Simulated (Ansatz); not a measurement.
# BH₃S₂ (built from SMILES SBS): search for a transition state

Aim: find the saddle point of a 1,2-elimination that is to form S2–H4 and break B1–S2, S3–H4, prove it by its vibrations, and relax downhill on both sides to see what it joins.

Method: PBE0-D4, def2-SVP first, then def2-TZVP; program: Ansatz 0.2.0, Gaussian basis.

91 further runs of the same task are left out: 1 that didn't finish, 90 set aside as unsound or not needed.

**1. The starting structure**

The guess: 6 atoms, charge 0, spin multiplicity 1.

Atoms are counted from 1 here; the program's logs count them from 0.

Bond lengths: B1–S3 1.697 Å, B1–H5 1.154 Å, S2–H6 1.330 Å. Angles: S3–B1–H5 140.0°.

Geometry (Å):

```
B    -0.6974   -0.0280   -0.6302
S     0.7738   -0.9964    0.6954
S     0.0695    1.4292   -1.0397
H     1.2474    0.5983    0.0237
H    -1.6808   -0.5968   -0.8331
H     0.2875   -0.4063    1.7838
```

Distances that are to change: S2–H4 1.79 Å, B1–S2 2.20 Å, S3–H4 1.79 Å.

**2. Relaxing the guess with the reacting distances held**

hold/in.yaml

```yaml
crystal:
  periodic: [false, false, false]
  atoms:
    - {symbol: B, position_ang: [-0.697400, -0.028000, -0.630200]}
    - {symbol: S, position_ang: [0.773800, -0.996400, 0.695400]}
    - {symbol: S, position_ang: [0.069500, 1.429200, -1.039700]}
    - {symbol: H, position_ang: [1.247400, 0.598300, 0.023700]}
    - {symbol: H, position_ang: [-1.680800, -0.596800, -0.833100]}
    - {symbol: H, position_ang: [0.287500, -0.406300, 1.783800]}
basis:
  gaussian: {orbitals: def2-SVP}
hamiltonian: {xc: pbe0, dispersion: d4}
relax: {f_tol: 0.08, max_steps: 120, escape_saddle: false, constraints: [{distance: [1, 3]}, {distance: [0, 1]}, {distance: [2, 3]}]}
```

Launch:

```
> ansatz run in.yaml --threads 2 --pin off --events-out ev --progress --plain --max-ram 4352MiB
```

Output, shortened:

```text
Functional definition: PBE0
  name "PBE0"
  cite "Adamo & Barone, J. Chem. Phys. 110, 6158 (1999) doi:10.1063/1.478522"
  cite "Perdew, Burke & Ernzerhof, Phys. Rev. Lett. 77, 3865 (1996) doi:10.1103/PhysRevLett.77.3865"
  parent pbe
[...]
679 factors; integrals over basis functions are off by at most 2.6e-4 eV
[...]
mean field -22379.35831782 eV, -822.4262489059 hartree, gradient 2.4e-5 eV, S^2 0.000000; 0 other end points of the search recorded, 0 dependent functions left out
[...]
reference -22379.35833724 eV, -822.4262496196 hartree; 20, 20 occupied and 45, 45 virtual orbitals, 679 factors
relax step   1: F+E_penalty+E_count = -22379.46565685 eV  Δ(F+E_penalty+E_count) = +0.000e0 eV  max|allowed force component| = 1.040e0 eV/Å  Δτ_max = 0.0000 Å  (26 SCF iters, accepted)
[...]
relax step   3: F+E_penalty+E_count = -22379.52557638 eV  Δ(F+E_penalty+E_count) = -3.680e-2 eV  max|allowed force component| = 2.173e-1 eV/Å  Δτ_max = 0.0982 Å  (30 SCF iters, accepted)
[...]
relax step   4: F+E_penalty+E_count = -22379.53731960 eV  Δ(F+E_penalty+E_count) = -1.174e-2 eV  max|allowed force component| = 3.940e-2 eV/Å  Δτ_max = 0.0395 Å  (30 SCF iters, accepted)
  distance S 1 - H 3 held at 1.794031 Å   reaction = +6.9146e-1 eV/Å
  distance B 0 - S 1 held at 2.204415 Å   reaction = +1.4791e0 eV/Å
  distance S 2 - H 3 held at 1.791274 Å   reaction = +1.3344e0 eV/Å
679 factors; integrals over basis functions are off by at most 4.0e-4 eV
mean field -22379.43078158 eV, -822.4289119001 hartree, gradient 1.5e-5 eV, S^2 0.000000; 1 other end points of the search recorded, 0 dependent functions left out
[...]
reference -22379.43080091 eV, -822.4289126103 hartree; 20, 20 occupied and 45, 45 virtual orbitals, 679 factors
Total energy: -22379.53733893 eV, -822.4328278104 hartree
Atom 0 at    -0.653215    -0.007809    -0.618118 Å, force     0.988517    -0.657987     0.855138 eV/Å
Atom 1 at     0.804903    -1.005668     0.700067 Å, force    -0.867571     1.320768    -1.111046 eV/Å
Atom 2 at     0.087825     1.465665    -1.105526 Å, force     0.798942    -0.637642     0.852463 eV/Å
Atom 3 at     1.193284     0.604155     0.010012 Å, force    -0.953499     0.004494    -0.603674 eV/Å
Atom 4 at    -1.681777    -0.600924    -0.791469 Å, force     0.018066    -0.003559     0.000429 eV/Å
Atom 5 at     0.248980    -0.455420     1.804934 Å, force     0.015545    -0.026073     0.006689 eV/Å
Dipole moment:    -0.031684    -0.117487     0.315124 e Å
```

Run time: 8.5 s. Hardware: 2 threads of Arm Neoverse N1, shared host.

Step by step:

```
step  energy from step 1 (eV)  largest force component (eV/Å)
   1                   0.0000                          1.0398
   2                  -0.0231                          0.3323
   3                  -0.0599                          0.2173
   4                  -0.0717                          0.0394
```

Distances of close pairs at the start and the end, largest changes first:

```csv
bond,before (Å),after (Å),change (Å)
B1–H5,1.154,1.200,+0.046
S2–H6,1.330,1.354,+0.024
B1–S3,1.697,1.720,+0.023
```

**3. Force constants to start from**

hessian/in.yaml

```yaml
crystal:
  periodic: [false, false, false]
  atoms:
    - {symbol: B, position_ang: [-0.653215, -0.007809, -0.618118]}
    - {symbol: S, position_ang: [0.804903, -1.005668, 0.700067]}
    - {symbol: S, position_ang: [0.087825, 1.465665, -1.105526]}
    - {symbol: H, position_ang: [1.193284, 0.604155, 0.010012]}
    - {symbol: H, position_ang: [-1.681777, -0.600924, -0.791469]}
    - {symbol: H, position_ang: [0.248980, -0.455420, 1.804934]}
basis:
  gaussian: {orbitals: def2-SVP}
hamiltonian: {xc: pbe0, dispersion: d4}
phonons: {}
scf: {lower_state_search: off}
```

Launch:

```
> ansatz run in.yaml --threads 2 --pin off --events-out ev --progress --plain --max-ram 4352MiB
```

Output, shortened:

```text
[... 5 set-up lines as earlier in the session ...]
[...]
679 factors; integrals over basis functions are off by at most 2.5e-4 eV
[...]
mean field -22379.43078231 eV, -822.4289119270 hartree, gradient 3.1e-6 eV, S^2 0.000000; 0 other end points of the search recorded, 0 dependent functions left out
[...]
reference -22379.43080165 eV, -822.4289126377 hartree; 20, 20 occupied and 45, 45 virtual orbitals, 679 factors
[... from here to the last solve, the lines of the solves are left out (35 solves) ...]
679 factors; integrals over basis functions are off by at most 2.5e-4 eV
mean field -22379.43070301 eV, -822.4289090125 hartree, gradient 1.5e-6 eV, S^2 0.000000; 0 other end points of the search recorded, 0 dependent functions left out
[...]
WARN: phonons: modes at or below zero, which the zero-point energy, F, S and C_V leave out: 1, the lowest at -1361.29 cm⁻¹. A minimum has none, and a first-order saddle one
Total energy: -22379.53733967 eV, -822.4328278378 hartree
Atom 0 at    -0.653215    -0.007809    -0.618118 Å, force     0.988529    -0.657957     0.855124 eV/Å
Atom 1 at     0.804903    -1.005668     0.700067 Å, force    -0.867545     1.320756    -1.111043 eV/Å
Atom 2 at     0.087825     1.465665    -1.105526 Å, force     0.798935    -0.637656     0.852463 eV/Å
Atom 3 at     1.193284     0.604155     0.010012 Å, force    -0.953505     0.004491    -0.603674 eV/Å
Atom 4 at    -1.681777    -0.600924    -0.791469 Å, force     0.018049    -0.003563     0.000427 eV/Å
Atom 5 at     0.248980    -0.455420     1.804934 Å, force     0.015538    -0.026071     0.006702 eV/Å
Dipole moment:    -0.031684    -0.117487     0.315125 e Å
Vibrations: -1361.29 272.30 359.74 393.66 574.15 746.64 853.91 983.86 1017.93 1128.89 2703.51 2714.64 cm⁻¹, zero-point energy 0.728359 eV
Checks for a lower state left out: stability, starts, cluster_reference, orbital_swaps, neighbouring_geometries, increment
```

Run time: 36 s. Hardware: 2 threads of Arm Neoverse N1, shared host.

The structure is not stationary yet, so these wavenumbers are no spectrum; the search needs only the force constants.

**4. Saddle search in the small basis**

A small driver takes partitioned rational-function steps: uphill along one mode, downhill along the rest. It calls the program once a step for energy and forces and updates the Hessian by Bofill's formula. It stops when the largest force is under 0.03 eV/Å and the followed curvature is negative. The first step's input:

presaddle/in.yaml

```yaml
crystal:
  periodic: [false, false, false]
  atoms:
    - {symbol: B, position_ang: [-0.653215, -0.007809, -0.618118]}
    - {symbol: S, position_ang: [0.804903, -1.005668, 0.700067]}
    - {symbol: S, position_ang: [0.087825, 1.465665, -1.105526]}
    - {symbol: H, position_ang: [1.193284, 0.604155, 0.010012]}
    - {symbol: H, position_ang: [-1.681777, -0.600924, -0.791469]}
    - {symbol: H, position_ang: [0.248980, -0.455420, 1.804934]}
basis:
  gaussian: {orbitals: def2-SVP}
hamiltonian: {xc: pbe0, dispersion: d4}
output: {forces: true}
scf: {lower_state_search: off}
```

Launch:

```
> ansatz run in.yaml --threads 2 --pin off --events-out ev --progress --plain --max-ram 4352MiB
```

The driver's record:

```csv
step,energy (eV),largest force (eV/Å),followed curvature (eV/Å²)
1,-22379.53733,1.3208,-11.98
2,-22379.77400,0.3032,-11.96
3,-22379.75114,0.3247,-7.35
4,-22379.74843,0.0651,-6.83
5,-22379.74868,0.0379,-6.27
6,-22379.74878,0.0046,-6.02
```

The 6 steps took 7.5 s in all (2 threads of Arm Neoverse N1, shared host).

**5. Saddle search in triple zeta**

The search itself is an outer loop (partitioned rational-function steps, Bofill update of the Hessian). Each step is one single-point run with forces. It stops when the largest force is under 0.008 eV/Å and the followed curvature is negative. The first step's input:

saddle/in.yaml

```yaml
crystal:
  periodic: [false, false, false]
  atoms:
    - {symbol: B, position_ang: [-0.618861, -0.002494, -0.599384]}
    - {symbol: S, position_ang: [0.757552, -0.876777, 0.592580]}
    - {symbol: S, position_ang: [0.063011, 1.473718, -1.119099]}
    - {symbol: H, position_ang: [1.187108, 0.461364, 0.110069]}
    - {symbol: H, position_ang: [-1.637123, -0.624076, -0.750068]}
    - {symbol: H, position_ang: [0.248313, -0.431734, 1.765801]}
basis:
  gaussian: {orbitals: def2-TZVP}
hamiltonian: {xc: pbe0, dispersion: d4}
output: {forces: true}
scf: {lower_state_search: off}
```

Launch:

```
> ansatz run in.yaml --threads 2 --pin off --events-out ev --progress --plain --max-ram 4352MiB
```

Step by step:

```
step   energy (eV)  largest force (eV/Å)  followed curvature (eV/Å²)
   1  -22387.93912                0.2777                       -6.02
   2  -22387.94323                0.0777                       -5.80
   3  -22387.94376                0.0130                       -5.76
   4  -22387.94371                0.0263                       -5.75
   5  -22387.94381                0.0018                       -5.74
```

The 5 steps took 11 s in all (2 threads of Arm Neoverse N1, shared host).

The point found:

```
B    -0.61570   -0.01102   -0.58930
S     0.75353   -0.87145    0.58433
S     0.07070    1.46042   -1.11533
H     1.17729    0.47227    0.11022
H    -1.62816   -0.61580   -0.74063
H     0.24234   -0.43441    1.75061
```

Followed mode, largest move set to 1: H4 (0.34, -0.69, 0.63); S3 (-0.44, 0.23, -0.35); B1 (-0.15, 0.30, -0.28); S2 (0.18, 0.18, -0.02).

**6. Vibrations at the point found**

vib/in.yaml

```yaml
crystal:
  periodic: [false, false, false]
  atoms:
    - {symbol: B, position_ang: [-0.615705, -0.011024, -0.589296]}
    - {symbol: S, position_ang: [0.753530, -0.871452, 0.584325]}
    - {symbol: S, position_ang: [0.070695, 1.460415, -1.115332]}
    - {symbol: H, position_ang: [1.177293, 0.472272, 0.110218]}
    - {symbol: H, position_ang: [-1.628156, -0.615801, -0.740629]}
    - {symbol: H, position_ang: [0.242343, -0.434410, 1.750613]}
basis:
  gaussian: {orbitals: def2-TZVP}
hamiltonian: {xc: pbe0, dispersion: d4}
phonons: {temperatures: {t_min: 298.15, t_max: 900, t_step: 200}}
```

Launch:

```
> ansatz run in.yaml --threads 2 --pin off --events-out ev --progress --plain --max-ram 4352MiB
```

Output, shortened:

```text
[... 5 set-up lines as earlier in the session ...]
[...]
843 factors; their error is unknown
[...]
mean field -22387.83555830 eV, -822.7377817477 hartree, gradient 4.3e-5 eV, S^2 0.000000; 0 other end points of the search recorded, 0 dependent functions left out
[...]
reference -22387.83558353 eV, -822.7377826748 hartree; 20, 20 occupied and 103, 103 virtual orbitals, 843 factors
[... from here to the last solve, the lines of the solves are left out (35 solves) ...]
843 factors; their error is unknown
mean field -22387.83549462 eV, -822.7377794074 hartree, gradient 2.4e-6 eV, S^2 0.000000; 0 other end points of the search recorded, 0 dependent functions left out
[...]
reference -22387.83551985 eV, -822.7377803346 hartree; 20, 20 occupied and 103, 103 virtual orbitals, 843 factors
WARN: phonons: modes at or below zero, which the zero-point energy, F, S and C_V leave out: 1, the lowest at -884.01 cm⁻¹. A minimum has none, and a first-order saddle one
Total energy: -22387.94381002 eV, -822.7417599248 hartree
Atom 0 at    -0.615705    -0.011024    -0.589296 Å, force    -0.000284    -0.000264     0.000359 eV/Å
Atom 1 at     0.753530    -0.871452     0.584325 Å, force    -0.000451     0.001612     0.001222 eV/Å
Atom 2 at     0.070695     1.460415    -1.115332 Å, force     0.000497     0.000459    -0.000822 eV/Å
Atom 3 at     1.177293     0.472272     0.110218 Å, force    -0.000793    -0.000734     0.000645 eV/Å
Atom 4 at    -1.628156    -0.615801    -0.740629 Å, force     0.000305     0.000023     0.000401 eV/Å
Atom 5 at     0.242343    -0.434410     1.750613 Å, force     0.000727    -0.001095    -0.001805 eV/Å
Dipole moment:     0.132966    -0.439714     0.577948 e Å
Vibrations: -884.01 298.46 363.15 498.58 597.40 778.80 889.70 1031.64 1051.89 1579.11 2687.24 2688.55 cm⁻¹, zero-point energy 0.772702 eV
```

Run time: 74 s. Hardware: 2 threads of Arm Neoverse N1, shared host.

Wavenumbers and character of the modes:

```csv
mode,wavenumber (cm⁻¹),character
1,884i,"changes S2–H4, S3–H4"
2,298,torsion
3,363,bend with B–S stretch
4,499,B–S stretch with bend
5,597,bend with torsion
6,779,torsion with out-of-plane bend
7,890,bend with B–S stretch
8,1032,B–S stretch with bend
9,1052,torsion with bend
10,1579,S–H stretch with bend
11,2687,B–H stretch
12,2689,S–H stretch
```

Vibrational sums (real modes only):

```
T (K)  entropy (J/mol/K)  heat capacity (J/mol/K)
  298               17.5                     31.1
  498               38.3                     49.9
  698               57.1                     61.2
  898               73.5                     68.7
```

**7. Relaxing after a step of 0.30 Å one way along the mode**

downa/in.yaml

```yaml
crystal:
  periodic: [false, false, false]
  atoms:
    - {symbol: B, position_ang: [-0.660561, 0.078258, -0.674113]}
    - {symbol: S, position_ang: [0.806785, -0.815983, 0.579458]}
    - {symbol: S, position_ang: [-0.062042, 1.530898, -1.220988]}
    - {symbol: H, position_ang: [1.280443, 0.264578, 0.300542]}
    - {symbol: H, position_ang: [-1.620707, -0.644097, -0.724126]}
    - {symbol: H, position_ang: [0.256082, -0.413655, 1.739127]}
basis:
  gaussian: {orbitals: def2-TZVP}
hamiltonian: {xc: pbe0, dispersion: d4}
relax: {f_tol: 0.005, max_steps: 200}
```

Launch:

```
> ansatz run in.yaml --threads 2 --pin off --events-out ev --progress --plain --max-ram 4352MiB
```

Output, shortened:

```text
[... 5 set-up lines as earlier in the session ...]
[...]
843 factors; their error is unknown
[...]
mean field -22387.65255087 eV, -822.7310563486 hartree, gradient 3.5e-5 eV, S^2 0.000000; 0 other end points of the search recorded, 0 dependent functions left out
[...]
reference -22387.65257655 eV, -822.7310572924 hartree; 20, 20 occupied and 103, 103 virtual orbitals, 843 factors
relax step   1: F+E_penalty+E_count = -22387.75935851 eV  Δ(F+E_penalty+E_count) = +0.000e0 eV  max|allowed force component| = 4.667e0 eV/Å  Δτ_max = 0.0000 Å  (25 SCF iters, accepted)
[...]
843 factors; their error is unknown
[...]
mean field -22388.28362487 eV, -822.7542478905 hartree, gradient 8.0e-5 eV, S^2 0.000000; 1 other end points of the search recorded, 0 dependent functions left out
[...]
reference -22388.28365327 eV, -822.7542489341 hartree; 20, 20 occupied and 103, 103 virtual orbitals, 843 factors
Total energy: -22388.37765168 eV, -822.7577033118 hartree
Atom 0 at    -1.095474     0.374909    -1.077912 Å, force     0.000913     0.000426     0.000243 eV/Å
Atom 1 at     0.953337    -1.118242     1.194755 Å, force     0.000185     0.000917     0.000001 eV/Å
Atom 2 at    -0.551913     1.882612    -1.094669 Å, force    -0.000127     0.000597    -0.000134 eV/Å
Atom 3 at     1.729879    -0.441384     0.335181 Å, force    -0.000366    -0.000324     0.000390 eV/Å
Atom 4 at    -1.533211    -0.713711    -1.105433 Å, force    -0.000860    -0.000967    -0.000204 eV/Å
Atom 5 at     0.497382     0.015814     1.747979 Å, force     0.000255    -0.000649    -0.000296 eV/Å
Dipole moment:    -0.028789    -0.112185     0.011850 e Å
```

Run time: 2 min. Hardware: 2 threads of Arm Neoverse N1, shared host.

The steps of the relaxation: (not every step is listed) (the energy doesn't fall at every step)

| step | energy from step 1 (eV) | largest force component (eV/Å) |
| --- | --- | --- |
| 1 | 0.0000 | 4.6668 |
| 2 | -0.3925 | 0.9346 |
| 3 | -0.4371 | 0.4583 |
| 4 | -0.4536 | 0.2948 |
| 5 | -0.4682 | 0.3147 |
| 6 | -0.4886 | 0.3376 |
| 7 | -0.4960 | 0.4169 |
| 8 | -0.5070 | 0.6211 |
| 9 | -0.5300 | 0.9574 |
| 11 | -0.6071 | 0.1626 |
| 13 | -0.6103 | 0.0124 |
| 15 | -0.6043 | 0.5298 |
| 17 | -0.6106 | 0.2506 |
| 19 | -0.6122 | 0.0476 |
| 21 | -0.6131 | 0.0773 |
| 23 | -0.6058 | 0.5913 |
| 25 | -0.6149 | 0.0974 |
| 27 | -0.6159 | 0.0720 |
| 29 | -0.6156 | 0.2852 |
| 31 | -0.6169 | 0.0045 |
| 33 | -0.6175 | 0.1180 |
| 35 | -0.6180 | 0.0196 |
| 37 | -0.6181 | 0.0173 |
| 38 | -0.6182 | 0.0577 |
| 39 | -0.6182 | 0.0138 |
| 40 | -0.6183 | 0.0015 |
| 41 | -0.6183 | 0.0029 |
| 42 | -0.6183 | 0.0058 |
| 43 | -0.6183 | 0.0010 |

Close pairs (by a distance rule), those that changed most:

| bond | before (Å) | after (Å) | change (Å) |
| --- | --- | --- | --- |
| B1–S2 | 2.127 | 3.405 | +1.278 |
| S2–H4 | 1.212 | 1.342 | +0.129 |
| B1–S3 | 1.664 | 1.603 | -0.061 |
| B1–H5 | 1.203 | 1.174 | -0.029 |
| S2–H6 | 1.345 | 1.342 | -0.004 |

**8. Relaxing after a step of 0.30 Å the other way along the mode**

downb/in.yaml

```yaml
crystal:
  periodic: [false, false, false]
  atoms:
    - {symbol: B, position_ang: [-0.570849, -0.100306, -0.504478]}
    - {symbol: S, position_ang: [0.700275, -0.926922, 0.589192]}
    - {symbol: S, position_ang: [0.203432, 1.389933, -1.009676]}
    - {symbol: H, position_ang: [1.074143, 0.679965, -0.080107]}
    - {symbol: H, position_ang: [-1.635606, -0.587505, -0.757131]}
    - {symbol: H, position_ang: [0.228604, -0.455165, 1.762100]}
basis:
  gaussian: {orbitals: def2-TZVP}
hamiltonian: {xc: pbe0, dispersion: d4}
relax: {f_tol: 0.005, max_steps: 200}
```

Launch:

```
> ansatz run in.yaml --threads 2 --pin off --events-out ev --progress --plain --max-ram 4352MiB
```

Output, shortened:

```text
[... 5 set-up lines as earlier in the session ...]
[...]
843 factors; their error is unknown
[...]
mean field -22388.24285305 eV, -822.7527495536 hartree, gradient 4.7e-5 eV, S^2 0.000000; 0 other end points of the search recorded, 0 dependent functions left out
[...]
reference -22388.24287810 eV, -822.7527504742 hartree; 20, 20 occupied and 103, 103 virtual orbitals, 843 factors
relax step   1: F+E_penalty+E_count = -22388.35202371 eV  Δ(F+E_penalty+E_count) = +0.000e0 eV  max|allowed force component| = 1.588e0 eV/Å  Δτ_max = 0.0000 Å  (26 SCF iters, accepted)
[...]
843 factors; their error is unknown
mean field -22389.74715406 eV, -822.8080315960 hartree, gradient 2.3e-5 eV, S^2 0.000000; 1 other end points of the search recorded, 0 dependent functions left out
[...]
reference -22389.74717924 eV, -822.8080325212 hartree; 20, 20 occupied and 103, 103 virtual orbitals, 843 factors
Total energy: -22389.85134842 eV, -822.8118606681 hartree
Atom 0 at    -0.402669    -0.017985    -0.202415 Å, force    -0.000925     0.000095    -0.000469 eV/Å
Atom 1 at     0.598867    -0.669210     1.126001 Å, force    -0.000181    -0.000388     0.000396 eV/Å
Atom 2 at     0.198329     1.220239    -1.336613 Å, force     0.000018    -0.000748     0.000828 eV/Å
Atom 3 at     1.437188     1.378378    -0.835939 Å, force     0.000146     0.000121    -0.000076 eV/Å
Atom 4 at    -1.518255    -0.393574    -0.376738 Å, force     0.000108     0.000343    -0.000381 eV/Å
Atom 5 at    -0.313460    -1.517849     1.625604 Å, force     0.000834     0.000578    -0.000298 eV/Å
Dipole moment:     0.012592    -0.103486     0.129718 e Å
```

Run time: 43 s. Hardware: 2 threads of Arm Neoverse N1, shared host.

Relaxation path:

| step | energy from step 1 (eV) | largest force component (eV/Å) |
| --- | --- | --- |
| 1 | 0.0000 | 1.5881 |
| 2 | -0.3213 | 1.5120 |
| 3 | -0.6731 | 0.9901 |
| 4 | -0.8897 | 0.5673 |
| 5 | -1.0373 | 0.6295 |
| 6 | -1.1824 | 0.8006 |
| 7 | -1.3164 | 0.9810 |
| 8 | -1.4520 | 0.2915 |
| 9 | -1.4968 | 0.1206 |
| 10 | -1.4981 | 0.0689 |
| 11 | -1.4988 | 0.0643 |
| 12 | -1.4991 | 0.0262 |
| 13 | -1.4993 | 0.0186 |
| 14 | -1.4993 | 0.0009 |

Close pairs (by a distance rule), those that changed most:

```
 bond  before (Å)  after (Å)  change (Å)
S3–H4       1.458      1.346      -0.113
B1–S2       1.870      1.787      -0.083
B1–S3       1.754      1.783      +0.030
B1–H5       1.198      1.190      -0.008
S2–H6       1.349      1.342      -0.007
```

**9. What the saddle joins**

```
 pair  start side (Å)  saddle (Å)  end side (Å)
S2–H4           2.957       1.487         1.342
B1–S2           1.787       1.998         3.405
S3–H4           1.346       1.924         3.557
```

**10. Outcome**

| quantity | value |
| --- | --- |
| imaginary mode | 884i cm⁻¹ |
| barrier from the start side | 184.0 kJ/mol |
| barrier from the end side | 41.9 kJ/mol |
| energy of the step | +142.2 kJ/mol |
| pairs that change | S2–H4 formed, B1–S2 broken, S3–H4 broken |
| zero-point energy at the saddle | 0.773 eV |

In words: The point has a single imaginary mode (884i cm⁻¹), as a transition state must. It joins the planned start and end. At PBE0-D4/def2-TZVP the electronic barrier is 184.0 kJ/mol, about 74 kT at 298 K, and the step runs 142.2 kJ/mol uphill. A step off the saddle overshot and began above it in energy, so the link to its end is likely but not proven.
